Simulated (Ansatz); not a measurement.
# CF₂+ (doublet): energies up the ladder, part 2 of 2

Aim: energies up the ladder, for CF₂+ (doublet), with the cost of each level. Charge +1. Spin multiplicity 2.

Ansatz 0.2.0, Gaussian bases. The steps go on from the part before.

### Step 12. Single point, LDA/def2-TZVPP

Contents of input.yaml:

```yaml
crystal:
  periodic: [false, false, false]
  atoms:
    - { symbol: F, position_ang: [0.10269838, -0.10194754, -1.07476446] }
    - { symbol: C, position_ang: [-0.29734397, 0.29517004, -1.2e-07] }
    - { symbol: F, position_ang: [0.10269834, -0.1019475, 1.07476459] }
magnetization:
  spin_polarized: true
  initial_magnetization: 1
total_charge: 1
basis:
  gaussian: { orbitals: def2-TZVPP }
hamiltonian:
  xc: lda
```

Run with:

```sh
> ansatz run input.yaml --threads 2 --pin off --max-ram 5120MiB --backend cpu --events-out ev --progress --plain --runs-dir out
```

Output:

```text
Warning: RAYON_NUM_THREADS=2 ignored (pool sized by the plan → 2); use --threads N
Engine: ansatz 0.2.0, x86_64-unknown-linux-gnu
Functional definition: SPW92
  exchange = slater_x
  correlation = pw_c
492 factors; their error is unknown
mean field evaluation 1: about -6408.6473 eV, gradient 5.5e1 eV
mean field evaluation 2: about -6378.7263 eV, gradient 1.1e2 eV
mean field evaluation 4: about -6415.9303 eV, gradient 2.2e0 eV
mean field evaluation 8: about -6415.9425 eV, gradient 1.5e-2 eV
mean field evaluation 16: about -6415.9425 eV, gradient 1.3e-5 eV
mean field -6415.94250614 eV, -235.7815382186 hartree, gradient 1.3e-5 eV, S^2 0.752010; 0 other end points of the search recorded, 0 dependent functions left out
reference -6415.94252334 eV, -235.7815388508 hartree; 12, 11 occupied and 81, 82 virtual orbitals, 492 factors
Total energy: -6415.94252334 eV, -235.7815388508 hartree
```

Run time: 1.1 s. Hardware: 2 threads of Intel Xeon at 2.50GHz (Skylake/Cascade Lake), shared host; peak memory 0.12 GiB.

### Step 13. Single point, PBE0-D4/def2-SVP

Edit input.yaml of step 12 so:

```diff
@@ -11,4 +11,5 @@
 basis:
-  gaussian: { orbitals: def2-TZVPP }
+  gaussian: { orbitals: def2-SVP }
 hamiltonian:
-  xc: lda
+  xc: pbe0
+  dispersion: d4
```

Run with:

```sh
> ansatz run input.yaml --threads 2 --pin off --max-ram 5120MiB --backend cpu --events-out ev --progress --plain --runs-dir out
```

Output:

```text
Warning: RAYON_NUM_THREADS=2 ignored (pool sized by the plan → 2); use --threads N
[... 2 set-up lines as earlier in the session ...]
  parameter a = 0.25
[... 2 set-up lines as earlier in the session ...]
  exchange = (1 - a)*pbe_x(kappa = kappa, mu = beta*pi^2/3) + a*exact_x
[... 1 set-up line as earlier in the session ...]
404 factors; integrals over basis functions are off by at most 9.1e-4 eV
mean field evaluation 1: about -6440.0415 eV, gradient 4.4e1 eV
mean field evaluation 2: about -6429.4791 eV, gradient 7.4e1 eV
mean field evaluation 4: about -6445.5546 eV, gradient 6.9e-1 eV
mean field evaluation 8: about -6445.6982 eV, gradient 3.7e-2 eV
mean field evaluation 16: about -6445.6983 eV, gradient 8.0e-5 eV
mean field -6445.69826173 eV, -236.8750420675 hartree, gradient 3.0e-5 eV, S^2 0.753091; 0 other end points of the search recorded, 0 dependent functions left out
reference -6445.69827207 eV, -236.8750424475 hartree; 12, 11 occupied and 30, 31 virtual orbitals, 404 factors
Total energy: -6445.71098124 eV, -236.8755095006 hartree
```

Wall time 1.3 s (2 threads of Intel Xeon at 2.50GHz (Skylake/Cascade Lake), shared host); peak memory 0.1 GiB.

### Step 14. Single point, PBE-D4/def2-SVP

Edit input.yaml of step 13 so:

```diff
@@ -13,3 +13,3 @@
 hamiltonian:
-  xc: pbe0
+  xc: pbe
   dispersion: d4
```

Run with:

```sh
> ansatz run input.yaml --threads 2 --pin off --max-ram 5120MiB --backend cpu --events-out ev --progress --plain --runs-dir out
```

Output, cut to the lines that bear on the results:

```text
Warning: RAYON_NUM_THREADS=2 ignored (pool sized by the plan → 2); use --threads N
[... 6 set-up lines as earlier in the session ...]
454 factors; their error is unknown
mean field evaluation 1: about -6439.3262 eV, gradient 4.9e1 eV
mean field evaluation 2: about -6412.5362 eV, gradient 1.0e2 eV
mean field evaluation 4: about -6445.9781 eV, gradient 1.5e0 eV
mean field evaluation 8: about -6445.9620 eV, gradient 6.5e-3 eV
mean field -6445.96204344 eV, -236.8847358663 hartree, gradient 2.4e-5 eV, S^2 0.752526; 0 other end points of the search recorded, 0 dependent functions left out
reference -6445.96205752 eV, -236.8847363838 hartree; 12, 11 occupied and 30, 31 virtual orbitals, 454 factors
Total energy: -6445.97775550 eV, -236.8853132739 hartree
```

Wall time 0.89 s (2 threads of Intel Xeon at 2.50GHz (Skylake/Cascade Lake), shared host); peak memory 0.096 GiB.

### Step 15. Single point, CCSD(T)/def2-TZVPP

Edit input.yaml of step 14 so:

```diff
@@ -11,5 +11,6 @@
 basis:
-  gaussian: { orbitals: def2-SVP }
-hamiltonian:
-  xc: pbe
-  dispersion: d4
+  gaussian: { orbitals: def2-TZVPP }
+correlation:
+  method: ccsd_t
+scf:
+  omitted_lower_state_checks: [cluster_reference]
```

Run with:

```sh
> ansatz run input.yaml --threads 2 --pin off --max-ram 5120MiB --backend cpu --events-out ev --progress --plain --runs-dir out
```

Output, cut to the lines that bear on the results:

```text
Warning: RAYON_NUM_THREADS=2 ignored (pool sized by the plan → 2); use --threads N
[...]
Functional definition: HF
[...]
626 factors; integrals over basis functions are off by at most 6.6e-4 eV
[...]
mean field -6432.61323913 eV, -236.3941763563 hartree, gradient 1.3e-6 eV, S^2 0.755606; 0 other end points of the search recorded, 0 dependent functions left out
3 core orbitals not correlated: weight in the atoms' cores, before any rotation towards them, 1.000 or more for the frozen orbitals, at most 0.000 for the correlated occupied ones
reference -6432.61323913 eV, -236.3941763563 hartree; 9, 8 occupied and 81, 82 virtual orbitals, 626 factors
second order -16.22101905 eV of doubles, -0.00000000 eV of singles
cycle   1  -15.81025122 eV  change    4.1e-1 eV  update   1.0e-1
[...]
cycle  10  -16.32789396 eV  change    1.9e-5 eV  update   1.0e-5
perturbative correction -0.58457558 eV, -0.0214827563 hartree
Total energy: -6449.52570867 eV, -237.0156981482 hartree
Checks for a lower state left out: cluster_reference
```

Wall time 8.7 s (2 threads of Intel Xeon at 2.50GHz (Skylake/Cascade Lake), shared host); peak memory 0.47 GiB.

### Step 16. Single point, CCSD(T)/def2-QZVPP

Edit input.yaml of step 15 so:

```diff
@@ -11,3 +11,3 @@
 basis:
-  gaussian: { orbitals: def2-TZVPP }
+  gaussian: { orbitals: def2-QZVPP.json }
 correlation:
```

Run with:

```sh
> ansatz run input.yaml --threads 2 --pin off --max-ram 5120MiB --backend cpu --events-out ev --progress --plain --runs-dir out
```

Output, cut to the lines that bear on the results:

```text
Warning: RAYON_NUM_THREADS=2 ignored (pool sized by the plan → 2); use --threads N
[...]
[... 1 set-up line as earlier in the session ...]
[...]
1096 factors; integrals over basis functions are off by at most 4.1e-4 eV
[...]
mean field -6432.90939475 eV, -236.4050598746 hartree, gradient 1.0e-6 eV, S^2 0.755652; 0 other end points of the search recorded, 0 dependent functions left out
3 core orbitals not correlated: weight in the atoms' cores, before any rotation towards them, 1.000 or more for the frozen orbitals, at most 0.000 for the correlated occupied ones
reference -6432.90939475 eV, -236.4050598746 hartree; 9, 8 occupied and 159, 160 virtual orbitals, 1096 factors
second order -17.67331610 eV of doubles, -0.00000000 eV of singles
cycle   1  -17.12020272 eV  change    5.5e-1 eV  update   1.0e-1
[...]
cycle  11  -17.64472275 eV  change   -1.4e-5 eV  update   4.9e-6
perturbative correction -0.67046982 eV, -0.0246393115 hartree
Total energy: -6451.22458733 eV, -237.0781307872 hartree
Checks for a lower state left out: cluster_reference
```

Run time: 49 s. Hardware: 2 threads of Intel Xeon at 2.50GHz (Skylake/Cascade Lake), shared host; peak memory 1.9 GiB.

### Step 17. Extrapolation to the basis-set limit

CCSD(T)/CBS estimate, frozen core: CCSD(T) correlation extrapolated, from def2-TZVPP and def2-QZVPP: mean field -6432.9502 eV, total -6452.3044 eV. The exponents are 7.88 (mean field) and 2.97 (correlation).

### Step 18. Geometries side by side

```
             level  F1–C2 (Å)  C2–F3 (Å)  rotational constants (MHz)  highest frequency (cm⁻¹)  CPU time
PBE0-D4/def2-TZVPP     1.2136     1.2136        174410, 11514, 10801                      1726      25 s
```

Constants are for the commonest isotopes at the equilibrium geometry; times are CPU times of the relaxations.

### Step 19. Total energies

```
               level  energy (eV)  CPU time
   PBE-D4/def2-TZVPP   -6453.7331     2.5 s
r2SCAN-D4/def2-TZVPP   -6457.2235       5 s
 B3LYP-D4/def2-TZVPP   -6459.7928     3.3 s
  wB97M-V/def2-TZVPP   -6458.2903     8.8 s
   B2PLYP/def2-TZVPP   -6456.1930     5.3 s
      LDA/def2-TZVPP   -6415.9425     1.5 s
    PBE0-D4/def2-SVP   -6445.7110       2 s
     PBE-D4/def2-SVP   -6445.9778     1.4 s
  CCSD(T)/def2-TZVPP   -6449.5257      15 s
  CCSD(T)/def2-QZVPP   -6451.2246      90 s
         CCSD(T)/CBS   -6452.3044         -
```

### Step 20. Summary of results

The summary covers parts 1 to 2.

| quantity | value |
| --- | --- |
| F1–C2 at PBE0-D4/def2-TZVPP | 1.214 Å |
| C2–F3 at PBE0-D4/def2-TZVPP | 1.214 Å |
| frequencies at PBE0-D4/def2-TZVPP | 651 to 1726 cm⁻¹ |
| energy at CCSD(T)/CBS | -6452.304 eV |

No mode is imaginary, so the geometry is a minimum. These totals serve in differences with atoms or fragments at the same level; alone they don't rank the methods.
